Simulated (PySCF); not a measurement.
ethanethiol (C2H6S), SMILES CCS. Atoms are numbered in the order given.

```xyz
9

C     -1.4424     0.7545    -0.3609
C     -0.4922    -0.4271    -0.4898
S      1.0222    -0.2517     0.4912
H     -2.3551     0.5787    -0.9380
H     -0.9769     1.6698    -0.7352
H     -1.7153     0.9187     0.6833
H     -0.9577    -1.3403    -0.1117
H     -0.2253    -0.6107    -1.5319
H      1.4828     0.8466    -0.1214
```
Charge 0, spin multiplicity 1.

Geometry optimised at ωB97X-D3(BJ)/def2-TZVP. The values are those of a single conformer.

All values below come from PySCF with PBE0/pcJ-1.

Isotropic couplings with Fermi-contact, spin-dipole and both spin-orbit terms, one fixed conformer, no vibrational averaging. Isotopes: 13C, 1H.

| pair | bonds apart | J (Hz) |
|---|---|---|
| C1–C2 | 1 | [?] |
| C1–H4 | 1 | 122.7 |
| C1–H5 | 1 | 126.2 |
| C1–H6 | 1 | 129.2 |
| C2–H7 | 1 | 134.6 |
| C2–H8 | 1 | 140.0 |
| C1–H7 | 2 | [?] |
| C1–H8 | 2 | [?] |
| C2–H4 | 2 | -1.6 |
| C2–H5 | 2 | -5.7 |
| C2–H6 | 2 | -6.1 |
| C2–H9 | 2 | [?] |
| H4–H5 | 2 | [?] |
| H4–H6 | 2 | [?] |
| H5–H6 | 2 | [?] |
| H7–H8 | 2 | -14.8 |
| C1–H9 | 3 | 1.7 |
| H4–H7 | 3 | 3.7 |
| H4–H8 | 3 | 2.7 |
| H5–H7 | 3 | 15.3 |
| H5–H8 | 3 | 4.5 |
| H6–H7 | 3 | 4.5 |
| H6–H8 | 3 | 14.7 |
| H7–H9 | 3 | 14.9 |
| H8–H9 | 3 | 3.8 |
| H4–H9 | 4 | [?] |
| H6–H9 | 4 | [?] |

Complete the blanks. (The exact figures need the calculation; the answer reports its results.)


- C1–C2, J (Hz): 35.5
- C1–H7, J (Hz): -4.1
- C1–H8, J (Hz): -1.4
- C2–H9, J (Hz): -1.1
- H4–H5, J (Hz): -14.3
- H4–H6, J (Hz): -14.0
- H5–H6, J (Hz): -14.0
- H4–H9, J (Hz): -0.5
- H6–H9, J (Hz): -0.3
